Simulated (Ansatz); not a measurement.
# AlPH₂+ (doublet): wave-function methods side by side, def2-TZVPP

One table from this session's results is given with a row withheld; the runs are named, their logs left out.

Computed with Ansatz 0.2.0, Gaussian basis. Level: def2-TZVPP, core rule «outside noble gas», up to 10 orbitals frozen.

Plan: UHF; ROHF; CCSD(T) on UHF.

2 further runs of the same task are left out: 2 set aside as unsound or not needed.

### The system

The geometry is a PBE0/def2-TZVP stationary point (not a proven minimum) of the parent state, kept for this charge and spin.

4 atoms, charge 1, spin multiplicity 2.

Atoms are counted from 1 here; the program's logs count them from 0.

Bond lengths: Al1–P2 2.334 Å, Al1–H3 1.588 Å, Al1–H4 1.588 Å. Angles: P2–Al1–H3 119.7°, P2–Al1–H4 119.7°, H3–Al1–H4 120.5°.

Set-up of the first run:

Contents of in.yaml:

```yaml
crystal:
  periodic: [false, false, false]
  atoms:
    - {symbol: Al, position_ang: [0.000000, 0.000000, 1.179176]}
    - {symbol: P, position_ang: [0.000000, 0.000000, -1.155185]}
    - {symbol: H, position_ang: [0.000000, 1.378539, 1.966597]}
    - {symbol: H, position_ang: [0.000000, -1.378539, 1.966597]}
basis:
  gaussian: {orbitals: def2-TZVPP}
total_charge: 1
magnetization: {spin_polarized: true, initial_magnetization: 1}
hamiltonian: {xc: hf}
output: {orbitals: {seedname: orbitals}}
```

Command:

```sh
> ansatz run in.yaml --threads 1 --pin off --events-out ev --progress --plain --max-ram 4096MiB --backend cpu
```

Steps of the session up to this table: UHF; ROHF; CCSD(T) on UHF.

One of the session's tables, all rows but one given; the rest of the session is left out.

| method | from UCCSD(T) (meV) |
| --- | --- |
| ROHF | +5829.0 |
| UHF | +5311.0 |
| UMP2 | ? |
| UCCSD | +185.3 |
| UCCSD(T) | 0 |

**Question.** Estimate the row for UMP2.

As computed: from UCCSD(T) (meV): +1398.5. In the column «from UCCSD(T) (meV)» it lies between UCCSD (+185.3) and UHF (+5311.0).

Limits of these values: The determinant is far from a pure spin state, so its energy mixes those of several spin states (harmless only where they are near-degenerate, as at dissociation).
